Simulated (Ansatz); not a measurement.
**SiH₃+ (triplet): PBE0, B3LYP, wB97M-V over a scan of the scale of all distances, cc-pVDZ**

How well do these functionals follow the top wave-function level for SiH₃+ (triplet) over a scan of the scale of all distances?

Program: Ansatz 0.2.0, Gaussian basis. Level of theory: cc-pVDZ, all electrons in the functionals. These are calculated values, not measurements.

To be run: PBE0, B3LYP, wB97M-V, at 0.880; 1.000; 1.131; 1.324; 1.529; 1.760; 1.985; 2.435.

13 further runs of the same task are left out: 10 that didn't finish, 3 set aside as unsound or not needed.

## (1) What is computed

The geometry derives from a PBE0/def2-TZVP stationary point (not a proven minimum). All distances are scaled together.

4 atoms, charge 1, spin multiplicity 3.

Atoms are counted from 1 here; the program's logs count them from 0.

Bond lengths: Si1–H2 1.492 Å, Si1–H3 1.694 Å, Si1–H4 1.694 Å. Angles: H2–Si1–H3 105.3°, H2–Si1–H4 105.3°, H3–Si1–H4 30.1°.

No dispersion term is added; wB97M-V holds VV10 nonlocal correlation. B3LYP takes the VWN-RPA correlation.

The geometry shown and the zero of energy belong to the point 1.000. The yardstick, FCI, and other wave-function levels (R restricted, U unrestricted, valence and pair active spaces) come from earlier runs.

## (2) PBE0, 0.880

in.yaml reads:

```yaml
crystal:
  periodic: [false, false, false]
  atoms:
    - {symbol: Si, position_ang: [0.000000, 0.059532, -0.069266]}
    - {symbol: H, position_ang: [0.000000, -1.078437, -0.724630]}
    - {symbol: H, position_ang: [0.386602, -0.290190, 1.327341]}
    - {symbol: H, position_ang: [-0.386602, -0.290190, 1.327341]}
basis:
  gaussian: {orbitals: cc-pVDZ}
total_charge: 1
magnetization: {spin_polarized: true, initial_magnetization: 2}
hamiltonian: {xc: {name: PBE0}}
output: {orbitals: {seedname: orbitals}}
```

Launch:

```sh
$ ansatz run in.yaml --threads 1 --pin off --events-out ev --progress --plain --max-ram 2393MiB
```

Further steps of the session: PBE0, 1.000; PBE0, 1.131; PBE0, 1.324; PBE0, 1.529; PBE0, 1.760; PBE0, 1.985; PBE0, 2.435; B3LYP, 0.880; B3LYP, 1.000; B3LYP, 1.131; B3LYP, 1.324; B3LYP, 1.529; B3LYP, 1.760; B3LYP, 1.985; B3LYP, 2.435; wB97M-V, 0.880; wB97M-V, 1.000; wB97M-V, 1.131; wB97M-V, 1.324; wB97M-V, 1.529; wB97M-V, 1.760; wB97M-V, 1.985; wB97M-V, 2.435.

Q: Predict the results of all the runs planned. Wanted: span of the FCI curve; largest miss, PBE0; largest miss, B3LYP; largest miss, wB97M-V.

The runs gave:

| quantity | value |
| --- | --- |
| span of the FCI curve | 5.768 eV |
| largest miss, PBE0 | +0.630 eV (2.435) |
| largest miss, B3LYP | +0.420 eV (2.435) |
| largest miss, wB97M-V | +0.524 eV (2.435) |

In words: Of the functionals, B3LYP keep the smallest largest miss at the points compared (at most 0.420 eV) and PBE0 strays most (0.630 eV, at 2.435). PBE0, B3LYP, wB97M-V clearly break the spin symmetry at some points (⟨S²⟩ up to 0.85 above the pure value), so energy there is bought with a mixed spin. Functionals and the yardstick converge differently with the basis, so part of each miss in cc-pVDZ is the basis.
